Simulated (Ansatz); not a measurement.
# Wavefunction methods compared: CH₃ClF (charge -1), singlet

Calculated in Ansatz's Gaussian-basis code; BCCD by scripts on PySCF. Basis cc-pVDZ, 7 core orbitals frozen, nonrelativistic. Perturbation and coupled-cluster methods stand on the Hartree–Fock determinant that coupled cluster favours (restricted). The state met can differ between shapes. 

Shape A. A bond is stretched, to 1.54 times the sum of the covalent radii.

```xyz
6

F     0.0000    0.0000   -2.5379
C     0.0000    0.0000   -0.4884
H     1.0621    0.0000   -0.6150
H    -0.5310    0.9198   -0.6150
H    -0.5310   -0.9198   -0.6150
Cl    0.0000    0.0000    1.6245
```

Shape B. A bond is stretched, to 1.82 times the sum of the covalent radii.

```xyz
6

F     0.0000    0.0000   -2.6485
C     0.0000    0.0000   -1.2402
H     0.0000    1.0247   -0.8864
H    -0.8874   -0.5124   -0.8864
H     0.8874   -0.5124   -0.8864
Cl    0.0000    0.0000    1.9963
```

Correlation energy of CCSD(T), then each method's total less that of CCSD(T), in eV:

| case | E corr CCSD(T) | BCCD | BCCD(T) | determinant |
| --- | --- | --- | --- | --- |
| A | -14.186 | +0.313 | -0.004 | – |
| B | -13.906 | +0.227 | -0.002 | – |

(1) How far does CCSDT(Q) lie from CCSD(T) in each case, and where is CCSD(T) within 1 kcal/mol (0.043 eV)?

(2) Which method comes nearest to CCSDT(Q) in total energy for A?

Answers

(1) A: -0.053 eV (outside); B: -0.038 eV (within).

(2) BCCD(T), 0.049 eV away; next CCSD(T) (0.053 eV), last BCCD (0.366 eV).
